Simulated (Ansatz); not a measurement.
# BHO (singlet): wB97M-V, B2PLYP over a scan of the distance B1–O2, 6-31G

Aim: run BHO (singlet) with these functionals over a scan of the distance B1–O2, and hold them against the top wave-function level at the same points.

Method: 6-31G, all electrons in the functionals, frozen cores in the correlation of double hybrids and RPA; program: Ansatz 0.2.0, Gaussian basis.

Plan: wB97M-V, B2PLYP, at 1.027 Å; 1.137 Å; 1.272 Å; 1.399 Å; 1.579 Å; 1.768 Å; 2.030 Å; 2.356 Å; 2.806 Å; 3.430 Å; 4.314 Å.

24 further runs of the same task are left out: 8 for a known fault of the program, 12 that didn't finish, 4 set aside as unsound or not needed.

### 1 What is computed

The geometry derives from a PBE0/def2-TZVP stationary point (not a proven minimum). One bond is set to the value named and the two fragments are kept rigid.

3 atoms, charge 0, spin multiplicity 1.

Atoms are counted from 1 here; the program's logs count them from 0.

Bond lengths: B1–O2 1.272 Å, O2–H3 0.952 Å. Angles: B1–O2–H3 180.0°.

No dispersion term is added; wB97M-V holds VV10 nonlocal correlation.

The geometry shown and the zero of energy belong to the point 1.272 Å. The yardstick, FCI, and other wave-function levels (R restricted, U unrestricted, valence and pair active spaces) come from earlier runs.

### 2 wB97M-V, 1.027 Å

The input, in.yaml:

```yaml
crystal:
  periodic: [false, false, false]
  atoms:
    - {symbol: B, position_ang: [0.000000, 0.000000, 1.002078]}
    - {symbol: O, position_ang: [0.000000, 0.000000, -0.024922]}
    - {symbol: H, position_ang: [0.000000, 0.000000, -0.977157]}
basis:
  gaussian: {orbitals: 6-31G}
hamiltonian: {xc: {name: wB97M-V}}
output: {orbitals: {seedname: orbitals}}
```

Run with:

```console
> ansatz run in.yaml --threads 1 --pin off --events-out ev --progress --plain --max-ram 2393MiB
```

Further steps of the session: wB97M-V, 1.137 Å; wB97M-V, 1.272 Å; wB97M-V, 1.399 Å; wB97M-V, 1.579 Å; wB97M-V, 1.768 Å; wB97M-V, 2.030 Å; wB97M-V, 2.356 Å; wB97M-V, 2.806 Å; wB97M-V, 3.430 Å; wB97M-V, 4.314 Å; B2PLYP, 1.027 Å; B2PLYP, 1.137 Å; B2PLYP, 1.272 Å; B2PLYP, 1.399 Å; B2PLYP, 1.579 Å; B2PLYP, 1.768 Å; B2PLYP, 2.030 Å; B2PLYP, 2.356 Å; B2PLYP, 2.806 Å; B2PLYP, 3.430 Å; B2PLYP, 4.314 Å.

**Question.** What will the summary of the whole plan be? Wanted: span of the FCI curve; largest miss, wB97M-V; largest miss, B2PLYP.

As calculated:

| quantity | value |
| --- | --- |
| span of the FCI curve | 559.8 kJ/mol |
| largest miss, wB97M-V | +81.6 kJ/mol (4.314 Å) |
| largest miss, B2PLYP | +79.3 kJ/mol (2.356 Å) |

What this shows: Of the functionals, B2PLYP keep the smallest largest miss at the points compared (at most 79.3 kJ/mol) and wB97M-V strays most (81.6 kJ/mol, at 4.314 Å). wB97M-V, B2PLYP clearly break the spin symmetry at some points (⟨S²⟩ up to 1.00 above the pure value), so energy there is bought with a mixed spin. Functionals and the yardstick converge differently with the basis, so part of each miss in 6-31G is the basis.
